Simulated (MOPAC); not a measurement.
MOPAC input (PM7):

```
PM7 FORCE THERMO(298,298) PRECISE LET UHF MS=0.5 GEO-OK AUX(PRECISION=9) THREADS=1
C2H5O

C     1.16338679 1   -0.36969497 1    0.00709913 1
C    -0.03103123 1    0.42799765 1   -0.29091946 1
O    -1.14365167 1   -0.03043180 1    0.30708713 1
H    -1.92979592 1    0.52465952 1    0.08922716 1
H    -0.06456028 1    1.28908115 1   -0.91055526 1
H     1.93944300 1    0.23293595 1    0.50425619 1
H     0.93063835 1   -1.21537524 1    0.67663090 1
H     1.60650073 1   -0.79320739 1   -0.90770074 1
```

Which zero-point energy does it print?

37.38 kcal/mol, from the harmonic wavenumbers of PM7.
